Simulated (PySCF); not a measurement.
# Building multiplets from coupling constants

Geometry (Å), atoms numbered from 1 in this order:
```xyz
11

C    -1.7429    0.0857    0.0894
C    -0.2660   -0.0214    0.0899
C     0.7476    0.8626   -0.1481
C     1.9146    0.0723    0.0259
N     1.6219   -1.1621    0.3374
O     0.2597   -1.2189    0.3770
H    -2.0491    1.1123   -0.1460
H    -2.1549   -0.1893    1.0724
H    -2.1839   -0.5936   -0.6563
H     0.6696    1.9149   -0.4065
H     2.9611    0.3638   -0.0660
```

All values are calculated (PySCF 2.14.0 with density-fitted response routines): B3LYP/pcJ-1 coupling constants (spin–dipole term only in couplings to heteroatoms), shieldings: GIAO KT2/pcSseg-2, geometry: PBE0-D3(BJ)/def2-SVP. Single conformer, no relativistic terms, rapidly exchanging positions averaged, no solvent model.

References, each an isolated molecule treated in the same way: 13C (σref 182.28), 1H (σref 31.18) against TMS.

Spectrometer: 500 MHz for 1H. First-order analysis; couplings under 1 Hz (under 4 Hz in carbon signals) are ignored, and nearly equal couplings are merged; the smaller ones broaden or split the lines further.

Task: What pattern does C1 show in the proton-coupled 13C spectrum?

Result: A quartet at δ 13.0: 136.3 Hz to H7/H8/H9 (3 × 1H, 1 bond away). Lines in Hz from the centre (relative intensity): +204.4 (1), +68.2 (3), -68.2 (3), -204.4 (1). The outer lines are 408.9 Hz apart, the sum of the couplings kept, or 3.252 ppm at this field.

Task: What pattern does H11 show (1H)?

Result: A doublet at δ 7.85: 1.8 Hz to H10 (1 × 1H, 3 bonds away). Lines in Hz from the centre (relative intensity): +0.9 (1), -0.9 (1). The outer lines are 1.8 Hz apart, the sum of the couplings kept, or 0.004 ppm at this field.

Task: What pattern does H10 show (1H)?

Result: A doublet of quartets at δ 5.92: 1.8 Hz to H11 (1 × 1H, 3 bonds away), 1.1 Hz to H7/H8/H9 (3 × 1H, 4 bonds away). Lines in Hz from the centre (relative intensity): +2.5 (1), +1.4 (3), +0.8 (1), +0.3 (3), -0.3 (3), -0.8 (1), -1.4 (3), -2.5 (1). The outer lines are 5.1 Hz apart, the sum of the couplings kept, or 0.010 ppm at this field.

Task: What pattern does H7/H8/H9 show (1H)?

Result: A doublet at δ 2.44: 1.1 Hz to H10 (1 × 1H, 4 bonds away). Lines in Hz from the centre (relative intensity): +0.6 (1), -0.6 (1). The outer lines are 1.1 Hz apart, the sum of the couplings kept, or 0.002 ppm at this field.

Unscaled 3J(H,H) at this level run about 10 % above measured values.
